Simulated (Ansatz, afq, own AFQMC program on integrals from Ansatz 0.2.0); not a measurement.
Where AFQMC and coupled cluster stand for SiH$_{2}$O, singlet

```yaml
atoms:
  - { symbol: Si, position_ang: [0.0000, -0.1285, 0.6642] }
  - { symbol: O, position_ang: [0.0000, 0.1791, -1.1266] }
  - { symbol: H, position_ang: [0.0000, 1.3566, 1.0387] }
  - { symbol: H, position_ang: [0.0000, -0.6184, -1.6625] }
```

Connectivity, by distances: SiH–OH.

Basis cc-pVDZ. Noble-gas cores (and the filled d shells of Ga–Kr and In–Xe) are frozen. Integrals, coupled cluster, full CI and functionals: Ansatz 0.2.0; the random walks run on the same integrals in our own AFQMC program. The CISD trial takes its coefficients from CCSD amplitudes. Released means that phaseless walkers are propagated on without the constraint, phases kept. Free projection: walkers drawn from exp(T), propagated without any constraint. Its projection time is finite, and what remains of the start isn't in its error. Error bars are statistical, one sigma.

Determinant: UHF, the one that the program's search chose, which needn't be the lowest solution. The geometry is a point of a scan.

No full CI on the walks' own integrals is used here; CCSDT(Q) serves as the reference and is uncertain by about the last step of the cluster series.

Cautions: higher spins were not checked; an unrestricted solution with more broken spin lies lower (12 meV, ⟨S²⟩ 0.15), while this determinant keeps restricted orbitals; raised T1 diagnostic (T1 0.022, weight of the determinant 0.87, largest double 0.09); the released energies rise steadily instead of settling, so no released level is given (meV from the phaseless value at times in 1/Eh: -3 ± 20 at 0.24, -13 ± 21 at 0.51, 18 ± 22 at 0.99, 22 ± 28 at 1.62, 61 ± 33 at 2.40), though the last usable value meets CCSDT(Q) within the noise.

The T1 diagnostic is 0.0224. The weight of the determinant in the CISD state is 0.871 and the ⟨S²⟩ of the determinant is 0.000. The size of the correlated space is 12 electrons in 36 orbitals.

Reference: CCSDT(Q), correlation energy -8.484 eV.

```csv
level,E − E(reference) (kcal/mol),share of correlation (%)
HF,195.66,0.00
MP2,21.08,89.23
CCSD,6.17,96.85
CCSD(T),1.13,99.42
CCSDT,0.64,99.67
ph-AFQMC/HF,-1.98 ± 1.56,101.01
ph-AFQMC/CISD,-0.60 ± 0.51,100.31
free AFQMC,-0.20 ± 0.69,100.10
```

Free projections are given only where their last times agree within the noise and don't stop above the reference; a slow remainder of the start can still hide under it. A walk keeps the symmetry of its determinant, which the program's search chose and which needn't be the lowest solution, so a lower state of the same spin and another symmetry isn't excluded.
